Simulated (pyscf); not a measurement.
Elementary routes open to `[GeH3][SeH]` + `[FH]` in the gas phase (singlet surface):
A. `[F][GeH2][SeH]` + `[H][H]` (Ge–H, F–H broken; F–Ge, H–H formed)
B. `[SeH2]` + `[F][GeH3]` (Ge–Se, F–H broken; H–Se, F–Ge formed)

Single points on ωB97X-D3(BJ)/def2-SVP structures (PySCF, gas phase).

### Question
Rank the routes by free-energy barrier at 600 K, lowest first, for ωB97M-D3(BJ)/def2-TZVP energies (ideal gas, 1 atm, RRHO with modes under 100 cm⁻¹ raised to 100, one conformer, R ln 2 for chiral ones without a mode under 150 cm⁻¹).

### Answer
B (192.4 kJ/mol), A (228.9 kJ/mol)

Route B is the fastest of these, ahead of the next by 36.6 kJ/mol. The most stable products are those of A (ΔG = -45.4 kJ/mol), whose barrier is 36.6 kJ/mol higher: the kinetic and the thermodynamic product differ. At 1200 K B is still the fastest. B: On the reactant side the descent ends in a complex, 26.5 kJ/mol under the separated species and 147.7 kJ/mol under the saddle at ωB97X-D3(BJ)/def2-TZVP. Only these routes are compared; each barrier is that of the saddle found, and lower ones may exist. Elements up to Kr have no core potential and no relativistic terms here.
